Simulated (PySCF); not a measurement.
# Changing the system itself: NaO⁺ (triplet)

Aim: change spin, charge, geometry, field or solvent of NaO⁺ (triplet), one at a time, and compare with the base run.

Computed with PySCF 2.14.0. Level: method and basis as typed in the scripts.

2 further runs of the same task are left out: 2 that didn't finish.

### 1 Starting geometry

NaO⁺ (triplet): 2 atoms, charge 1, spin multiplicity 3.

Bond lengths: Na1–O2 2.116 Å.

### 2 Base script

Input file input.py:

```python
from pyscf import gto, scf

mol = gto.M(
    atom='Na 0 0 0; O 0 0 2.116',
    basis='aug-cc-pvdz',
    charge=1,
    spin=2,
    verbose=4,
)
mf = scf.UHF(mol)
mf.kernel()
mf.nuc_grad_method().kernel()
mf.dip_moment()
print('orbital energies (hartree):', [e[max(0, n-3):n+3].round(4) for e, n in zip(mf.mo_energy, mol.nelec)])
```

The run is started by

```
OMP_NUM_THREADS=1 python input.py
```

Its log is not repeated here.

Base result: E(SCF) = -236.470881 Eh, 9 cycles, ⟨S²⟩ = 2.008, gradient on the second atom -0.0267 Eh/bohr.

The bond length is a typed value, not an optimised one. The dipole of an ion depends on the origin. The triplet is typed in the script; nothing here shows that it is the ground state.

### 3 Singlet

Run 1 changes spin (2S): 2 → 0.

Input file input.py:

```python
from pyscf import gto, scf

mol = gto.M(
    atom='Na 0 0 0; O 0 0 2.116',
    basis='aug-cc-pvdz',
    charge=1,
    spin=0,
    verbose=4,
)
mf = scf.UHF(mol)
mf.kernel()
mf.nuc_grad_method().kernel()
mf.dip_moment()
print('orbital energies (hartree):', [e[max(0, n-3):n+3].round(4) for e, n in zip(mf.mo_energy, mol.nelec)])
```

The run is started by

```
OMP_NUM_THREADS=1 python input.py
```

### 4 PCM, ε = 4.71

Run 2 changes solvent: none (gas phase) → PCM, ε = 4.71.

Changes to input.py since step 2:

```diff
@@ -1,2 +1,2 @@
-from pyscf import gto, scf
+from pyscf import gto, scf, solvent
 
@@ -10,2 +10,4 @@
 mf = scf.UHF(mol)
+mf = solvent.PCM(mf)
+mf.with_solvent.eps = 4.71
 mf.kernel()
```

### 5 Charge +0 (quartet)

Run 3 changes charge: 1 → 0; spin (2S): 2 → 3.

Changes to input.py since step 2:

```diff
@@ -5,4 +5,4 @@
     basis='aug-cc-pvdz',
-    charge=1,
-    spin=2,
+    charge=0,
+    spin=3,
     verbose=4,
```

### 6 Bond 2.053 Å

Run 4 changes bond length: 2.116 Å → 2.053 Å.

Changes to input.py since step 2:

```diff
@@ -3,3 +3,3 @@
 mol = gto.M(
-    atom='Na 0 0 0; O 0 0 2.116',
+    atom='Na 0 0 0; O 0 0 2.053',
     basis='aug-cc-pvdz',
```

**Question.** What will these runs give? Wanted: for each run, E(SCF); from base; gap, α spin; SCF dipole.

As calculated:

| run | E(SCF) (hartree) | from base (eV) | cycles | gap, α spin (eV) | SCF dipole (D) |
| --- | --- | --- | --- | --- | --- |
| base | -236.470881 | 0 | 9 | 19.04 | n/a |
| singlet | -236.343394 | +3.4691 | 10 | 15.45 | n/a |
| PCM, ε = 4.71 | -236.546627 | -2.0612 | 9 | 18.90 | n/a |
| charge +0 (quartet) | -236.634859 | -4.4621 | 10 | 4.76 | 2.85 |
| bond 2.053 Å | -236.467093 | +0.1031 | 9 | 19.19 | n/a |

The largest comparable shift of the SCF energy, +3.469 eV, comes with the run “singlet”. The singlet solution found lies 3.47 eV above the base triplet at this geometry and level. A continuum solvent with ε = 4.71 lowers the energy by 2.061 eV, a large gain because the system is charged. At the SCF level, adding an electron (to the quartet) releases 4.46 eV at fixed geometry.
